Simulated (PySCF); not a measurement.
Species: C₄H₇OS (doublet state).
Cartesian coordinates in Å at the GFN2-xTB level; atoms count from 1:
```xyz
13
C4H7OS angstrom
C      2.6091    0.0229   -0.8089
S      1.3385   -1.0715   -0.5267
C      0.1550    0.0479    0.3370
C     -1.2040   -0.5997    0.5875
C     -1.7038    0.4164   -0.4452
O     -0.4054    1.0174   -0.5191
H      2.3509    1.0521   -0.9649
H      3.4828   -0.3916   -1.2693
H      0.6958    0.4879    1.1783
H     -1.2729   -1.6440    0.2962
H     -1.5921   -0.4632    1.5932
H     -2.4520    1.1315   -0.0977
H     -2.0065   -0.0054   -1.4068
```

The hyperfine couplings belong to this conformer and change with its torsions.

As a line formula: `[CH2]S[C@@H]1CCO1` [radical].

Method: PySCF 2.14.0, UKS B3LYP, pcH-1 on C H O S, non-relativistic, mean-field spin-orbit, GIAO. The structure is a single GFN2-xTB conformer in the gas phase; no vibrational or solvent corrections. A GFN2-xTB geometry isn't a minimum of the functional, and hyperfine couplings can be far from their values at a DFT geometry. Stability of the SCF solution: not tested.

Task: Match the computed a_iso(13C) values +126.4, +1.7, -0.8 MHz with the sites C1; C4; C5.

Result: 
```json
{"site": "C1", "a_iso (MHz)": "+126.4", "ρ(0) (bohr⁻³)": "+0.1122", "position": "largest spin population", "distance from C1 (Å)": "0.00", "spin population": "+0.86", "largest |T| (MHz)": "136.6"}
{"site": "C4", "a_iso (MHz)": "-0.8", "ρ(0) (bohr⁻³)": "-0.0007", "position": "3 bonds from C1", "distance from C1 (Å)": "4.11", "spin population": "0.00", "largest |T| (MHz)": "0.8"}
{"site": "C5", "a_iso (MHz)": "+1.7", "ρ(0) (bohr⁻³)": "+0.0015", "position": "4 bonds from C1", "distance from C1 (Å)": "4.35", "spin population": "0.00", "largest |T| (MHz)": "0.5"}
```

ρ(0) is the spin density at the nucleus and T the dipolar tensor; a_iso includes a spin–orbit part. The Mulliken spin populations are largest on C1 (+0.86) and S2 (+0.18). The angles at C1 add up to 353.4°, so it is slightly pyramidal.

β density exceeds α density at some nuclei, such as H8 (-0.0110) and H7 (-0.0059), spin density in bohr⁻³. In a single determinant that takes different orbitals for the two spins, that is spin polarisation.

H7 and H8 aren't averaged: C1 is flat or nearly so (angle sum 353°), and its turn about the short C1–S2 bond (1.70 Å) is taken as slow.

Time: 35 s of wall time (with the writing of density and orbital grids); peak memory 0.89 GiB. Hardware: Arm Neoverse V2, one thread (shared host).
